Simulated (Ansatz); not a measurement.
Fluorite SrCl₂

The numbers are results of r²SCAN (plane waves, PAW; Ansatz, a first-principles code), not measurements.

Settings: plane-wave cutoff 600 eV, 6×6×6 k mesh, finite displacements, scalar-relativistic PAW data made under PBE.

Cell (measured lattice):

```yaml
crystal:
  lattice:
    - [0.00000, 3.48720, 3.48720]
    - [3.48720, 0.00000, 3.48720]
    - [3.48720, 3.48720, 0.00000]
  atoms:
    - { symbol: Sr, position: [0.00000, 0.00000, 0.00000] }
    - { symbol: Cl, position: [0.25000, 0.25000, 0.25000] }
    - { symbol: Cl, position: [0.75000, 0.75000, 0.75000] }
```

- high-frequency dielectric constant = 2.78
- static dielectric constant = 7.18

Note: the cell isn't this level's own, so it is under some stress, which shifts stiffness and frequencies.
